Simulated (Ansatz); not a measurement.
# H3O2Si: the cost of one run

All numbers below are computed with Ansatz 0.2.0 (UHF/def2-SVP).

### Step 1. Starting point

Bond lengths: O1–Si2 1.646 Å, Si2–O3 1.618 Å, O1–H4 0.950 Å, Si2–H5 1.459 Å, O3–H6 0.959 Å. Angles: O1–Si2–O3 105.2°, O1–Si2–H5 109.3°, O3–Si2–H5 111.5°, Si2–O1–H4 121.0°, Si2–O3–H6 119.4°.

Coordinates:

```xyz
6

O    -1.0235   -0.6293   -0.2319
Si    0.4391    0.0692   -0.5189
O     1.2489   -0.0544    0.8768
H    -1.6663   -0.7217   -0.9260
H     0.2404    1.4633   -0.8996
H     0.7613   -0.1270    1.6996
```

### Step 2. Relaxing end A

input.yaml reads:

```yaml
crystal:
  periodic: [false, false, false]
  atoms:
    - { symbol: O, position_ang: [-1.02349, -0.62929, -0.23192] }
    - { symbol: Si, position_ang: [0.4391, 0.06916, -0.51885] }
    - { symbol: O, position_ang: [1.24893, -0.05441, 0.87677] }
    - { symbol: H, position_ang: [-1.66627, -0.72172, -0.92596] }
    - { symbol: H, position_ang: [0.24043, 1.46326, -0.89963] }
    - { symbol: H, position_ang: [0.76129, -0.127, 1.69959] }
magnetization:
  spin_polarized: true
  initial_magnetization: 1
basis:
  gaussian: { orbitals: def2-SVP }
hamiltonian:
  xc: hf
relax:
  f_tol: 0.015
  max_steps: 40
```

Command:

```console
ansatz run input.yaml --threads 1 --pin off --max-ram 2048MiB --backend cpu --events-out ev --progress --plain --runs-dir out
```

Q: Estimate wall time and peak memory on 1 thread of an Arm CPU, shared host.

About 13 s, with a peak of 0.11 GiB.
